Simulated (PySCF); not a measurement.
A structure optimised at PBE0-D3(BJ)/def2-TZVP, used in a PySCF frequency run:

```xyz
5

O     -0.0900     1.1107     0.0000
C      0.3966    -0.1327     0.0000
O     -0.2622    -1.1287     0.0000
H     -1.0567     1.0414     0.0000
H      1.4952    -0.1014     0.0000
```
Charge 0, spin multiplicity 1.

Q: Write its SMILES, formula and point group.

A: O=CO, CH₂O₂, Cs

Q: What are its rotational constants (standard atomic weights)?

A: 78.347, 12.191, 10.549 GHz
